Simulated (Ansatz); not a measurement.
Basis-set extrapolation for BH3N, SMILES `B[NH]` radical (PBE0-D4/def2-TZVP geometry, frozen core, Ansatz 0.2.0). Multiplicity 2, UHF reference.

|  | cc-pV(T+d)Z | cc-pV(Q+d)Z |
| --- | --- | --- |
| HF | -80.872613 | -80.878800 |
| MP2 correlation | -0.282103 | -0.302031 |
| CCSD(T) correlation | -0.323618 | not run |

Energies in hartree. Use E(X) = E(∞) + A·exp(−5.46·√X) for Hartree–Fock and E(X) = E(∞) + B·X^(−3.05) for correlation, with X = 3 and 4, and add CCSD(T) minus MP2 of the smaller set to the MP2 limit.

Q: What is the CCSD(T) energy at the basis-set limit?

A: HF limit: -80.878800 + (-0.006187) × 0.30130 = -80.88066. MP2 limit: -0.302031 + (-0.019928) × 0.71189 = -0.31622. Higher-order term: -0.323618 − (-0.282103) = -0.04152. Total: -81.23840 hartree, 110.7 kJ/mol below CCSD(T)/cc-pV(T+d)Z.
